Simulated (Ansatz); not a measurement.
# CH₃⁺, singlet: reading a ladder of total energies

Geometry: that of the CH3, doublet, kept fixed.

```xyz
4

C     0.0000    0.0000    0.0000
H     1.0799    0.0140   -0.0003
H    -0.5521    0.9282   -0.0027
H    -0.5278   -0.9423    0.0031
```

Basis 6-31G; Ansatz 0.2.0. Correlated methods freeze the noble-gas cores, which leaves 6 electrons in 14 orbitals. R marks a restricted (for open shells ROHF) determinant.

Full CI is exact within this basis and frozen core; it isn't the basis-set limit.

Runs differ by some tens of microhartree through their thresholds, so steps under 0.03 kcal/mol mean nothing.

```
    level  total energy (hartree)
      RHF              -39.216199
     RMP2              -39.280975
    RCCSD              -39.298244
 RCCSD(T)              -39.299066
   RCCSDT              -39.299295
RCCSDT(Q)              -39.299335
  RCCSDTQ              -39.299343
  full CI              -39.299345
```

Question: What is the correlation energy at full CI, and what share of it do RMP2 and RCCSD(T) recover?

Answer: E(corr) = -39.299345 − (-39.216199) = -0.083146 hartree = -2.263 eV. RMP2: -0.064776 / -0.083146 = 77.91 %. RCCSD(T): -0.082867 / -0.083146 = 99.66 %.

Question: By how many kcal/mol does RCCSD(T) miss full CI (1 hartree = 627.509 kcal/mol), and which steps make up the rest?

Answer: -39.299066 − (-39.299345) = 0.000279 hartree = 0.18 kcal/mol. Steps: RCCSDT − RCCSD(T) = -0.14, RCCSDT(Q) − RCCSDT = -0.03, RCCSDTQ − RCCSDT(Q) = -0.01, full CI − RCCSDTQ = 0.00 kcal/mol. That is within 1 kcal/mol of the reference in this basis, which itself misses far more of the correlation at the basis-set limit.
